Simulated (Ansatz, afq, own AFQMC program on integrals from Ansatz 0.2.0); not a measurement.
## Breaking C1–H5 in CH₄Se, singlet

```yaml
atoms:
  - { symbol: C, position_ang: [-0.1322, -0.3510, -0.3899] }
  - { symbol: Se, position_ang: [0.8576, 0.2576, 1.1737] }
  - { symbol: H, position_ang: [-1.2067, -0.4149, -0.1768] }
  - { symbol: H, position_ang: [0.2466, -1.3563, -0.6174] }
  - { symbol: H, position_ang: [0.0509, 0.3024, -1.2522] }
  - { symbol: H, position_ang: [0.1837, 1.5622, 1.2626] }
```

Products: CH3Se (doublet; CH2–SeH) and H (doublet), each relaxed with PBE0/def2-SVP like the molecule; electronic energies without zero-point terms. Determinants: RHF, UHF and UHF in that order.

Basis def2-TZVP. Only valence electrons are correlated. AFQMC by an in-house program on the Cholesky factors that Ansatz 0.2.0 writes for its CCSD(T) run. ph-AFQMC/CISD is guided by a CISD state made of CCSD amplitudes; releasing the constraint for a short imaginary time cuts its bias at the price of noise, slowly where states lie close. Error bars are statistical, one sigma. No spin–orbit coupling. The errors of all members are added in quadrature.

No full CI on the walks' own integrals is used here; CCSDT(Q) serves as the reference and is uncertain by about the last step of the cluster series. Each member takes its own surest rung, up to full CI.

The best estimate is CCSD(T) at the basis-set limit (CBS: def2-TZVPP and def2-QZVPP, with their diffuse functions for anions and beside diffuse sets, CCSD(T) itself extrapolated) plus the step from CCSD(T) to CCSDT(Q) in def2-TZVP. Rows without CBS are in def2-TZVP; B2PLYP and the wave-function rows carry a basis error of their own. Core correlation and relativity beyond core potentials are missing, and ± holds the sampling alone.

Cautions: inner d shell frozen; no relativity below Rb; no spin-orbit coupling.

Best estimate: 437.8 kJ/mol.

| level | bond energy (kJ/mol) | error against the best estimate (kJ/mol) |
| --- | --- | --- |
| HF | 340.3 | -97.4 |
| MP2 | 427.7 | -10.1 |
| CCSD | 425.1 | -12.7 |
| CCSD(T) | 426.6 | -11.2 |
| CCSDT | 425.8 | -12.0 |
| CCSDT(Q) | 425.7 | -12.1 |
| ph-AFQMC/CISD | 426.2 ± 0.8 | -11.6 ± 0.8 |
| released AFQMC | 425.9 ± 0.8 | -11.9 ± 0.8 |
| HF/CBS | 340.9 | -96.8 |
| MP2/CBS | 442.5 | 4.7 |
| CCSD(T)/CBS | 438.7 | 0.9 |
| PBE | 417.5 | -20.3 |
| r2SCAN | 414.8 | -23.0 |
| PBE0 | 421.1 | -16.7 |
| B3LYP | 426.5 | -11.2 |
| wB97M-V | 436.6 | -1.2 |
| B2PLYP | 426.8 | -10.9 |

Correlation beyond CCSD(T) takes off 0.9 kJ/mol. Going to the basis-set limit adds 12.1 kJ/mol at CCSD(T). The perturbative (T) step is worth +1.5 kJ/mol.

Best estimates are given only where the step beyond CCSD(T) is under 0.3 eV and no member's determinant is very poor (T1 over 0.05, or 0.07 for open shells, ⟨S²⟩ too high by 0.3, two states mixed), so the hardest cases are missing from such tables.

The functionals ran in a triple-zeta set and keep a basis error of their own, a few kJ/mol for each bond in atomization energies and more for double hybrids, so close places among them and the extrapolated levels can swap.

CCSDT and higher add their correlation energy to the determinant of the CCSD(T) run, since their own runs factorise the integrals more tightly (a shift of under 2 meV). Each member of a difference takes its own highest rung, so a best estimate needn't equal the limit plus the step of one row. Released energies are given only where the last usable release times agree within the noise; a slower fall can still hide under it.
